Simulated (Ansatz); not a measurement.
Results of LDA in Ansatz (plane waves, PAW) for HfO2 (P2₁/c, No. 14).

Numerical settings: plane-wave cutoff 520 eV, 8×8×8 k mesh, Fermi–Dirac smearing 0.01 eV, scalar-relativistic PAW data made under PBE.

Response to compression and expansion:

Shape and atoms are relaxed at each volume.

```csv
V (Å³/atom),P (GPa),direct gap at Γ (eV),smallest gap on the k mesh (eV)
10.674,7.02,4.490,4.268
10.896,3.56,4.424,4.070
11.118,0.00,4.402,3.942
11.341,-3.91,4.431,3.916
11.563,-7.85,4.456,3.923
```

The fundamental gap (3.94 eV at the equilibrium volume, with added k points) lies elsewhere than Γ–Γ.

Measured, for comparison: band gap 5.7 eV (temperature not stated, not corrected to a static lattice, our sources range from 5.70 to 5.84; as tabulated in Choudhary et al. (2018), arXiv:1804.01032).

Note: the relaxation could not lower the start's symmetry, so the cell can be a saddle point above a distorted one; the bulk modulus comes from volumes at which shape and atoms were relaxed.

Spin–orbit coupling is not included.

Ansatz is an electronic-structure program.
